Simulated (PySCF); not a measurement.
C₅H₁₂N (charge +1).
Structure used (GFN2-xTB), in Å, numbered top down from 1:
```
atom  x, y, z in Å
C1     1.9645   -0.1344    0.2690
C2     0.6941   -0.2640   -0.5646
C3    -0.0596    1.0818   -0.6778
C4    -1.4714    0.8049   -0.1678
N5    -1.2664   -0.3124    0.7891
C6    -0.3228   -1.2178    0.0846
H7     2.6414    0.5768   -0.1953
H8     1.7504    0.2115    1.2784
H9     2.4805   -1.0887    0.3316
H10    0.9668   -0.6384   -1.5515
H11    0.4307    1.8353   -0.0619
H12   -0.0777    1.4543   -1.6984
H13   -1.9337    1.6635    0.3172
H14   -2.1214    0.4555   -0.9713
H15   -0.8106    0.0498    1.6344
H16   -2.1373   -0.7756    1.0640
H17    0.1424   -1.9182    0.7772
H18   -0.8785   -1.7777   -0.6686
```

The geometry is computed with GFN2-xTB (gas phase).

Masses are those of the commonest isotopes; rigid-rotor values at the optimised geometry. The values belong to one conformer with, in the numbering `[CH3:1][C@@H:2]1[CH2:3][CH2:4][NH2+:5][CH2:6]1`, C1–C2–C3–C4 -124°, C2–C3–C4–N5 28°, C3–C4–N5–C6 -43°, C4–N5–C6–C2 41°.

Task: Give the principal moments of inertia and the rotational constants in MHz.

Result: Ia = 89.97, Ib = 158.33, Ic = 202.53 u·Å²; 505379 MHz·u·Å²/I gives A = 5617, B = 3192, C = 2495 MHz.

Task: Classify the top.

Result: An asymmetric top. Ray's parameter κ = (2B − A − C)/(A − C) = -0.554; −1 is the prolate and +1 the oblate limit.

Task: Is it planar, by Δ = Ic − Ia − Ib?

Result: Not planar: Δ = Ic − Ia − Ib = -45.76 u·Å². For a rigid frame Δ = −2 Σ m c², so Σ m c² = 22.88 u·Å² lies off the ab plane: 11.89 from hydrogen and 10.99 from heavier atoms. The atom farthest from that plane is 1.51 Å away.

Task: Where do the levels up to J = 2 lie, in MHz?

Result: Above 0(0,0):
J = 1: 1(0,1) 5687, 1(1,1) 8113, 1(1,0) 8809
J = 2: 2(0,2) 16932, 2(1,2) 18791, 2(1,1) 20880, 2(2,1) 28157, 2(2,0) 28287
The levels of one J sum to (2J + 1)J(J + 1)(A + B + C)/3.

Task: Estimate the classical rotational partition function at 10 K, 298.15 K and 500 K.

Result: Point group C1, symmetry number σ = 1; q = (√π/σ)·√((kT/h)³/(ABC)), k/h = 20836.6 MHz/K: 797 at 10 K, 130000 at 298.15 K, 282000 at 500 K.

GFN2-xTB frequencies: not computed here. Constants of a rigid frame at the computed geometry: no zero-point averaging, no centrifugal distortion.
